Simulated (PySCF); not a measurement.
**Argon: a sound run and one with changed settings**

Sound run: Ar [Ar], Ar+ [Ne] 3s2 3p5. Calculation: PySCF 2.14, in 6-31G* (4s3p1d, 18 functions); no relativity, point nucleus. In the sound run the correlated levels freeze [Ne]. The sound run starts from symmetry-adapted Hartree-Fock orbitals and uses a fine grid where one is needed.

Changed run: the spin-free X2C one-electron Hamiltonian (Gaussian nucleus). This setting is unsound on purpose.

```
species   method  sound run (hartree)  changed run (hartree)  converged
     Ar      UHF           -526.77215             -528.36400        yes
     Ar     MN15           -527.39110             -528.98115        yes
     Ar    M06-L           -527.49551             -529.08703        yes
     Ar      MP2           -526.90713             -528.49890        yes
     Ar  CCSD(T)           -526.92089             -528.51261        yes
    Ar+      UHF           -526.23345             -527.82583        yes
    Ar+     MN15           -526.81002             -528.40078        yes
    Ar+    M06-L           -526.91024             -528.50242        yes
    Ar+      MP2           -526.34332             -527.93560        yes
    Ar+  CCSD(T)           -526.36145             -527.95366        yes
```

Ionisation energy of Ar:

```
 method  sound run (eV)  changed run (eV)
    UHF          14.659            14.645
   MN15          15.812            15.793
  M06-L          15.926            15.908
    MP2          15.342            15.328
SCS-MP2          15.261            15.247
   CCSD          15.215            15.202
CCSD(T)          15.223            15.210
```

Most of the change in total energy is the relativistic energy itself. On top of that the contraction fixes the core shape for the Hamiltonian it was made with, so the changed run is not a good calculation with the other Hamiltonian either.

For comparison, NIST gives 15.760 eV between the lowest levels.
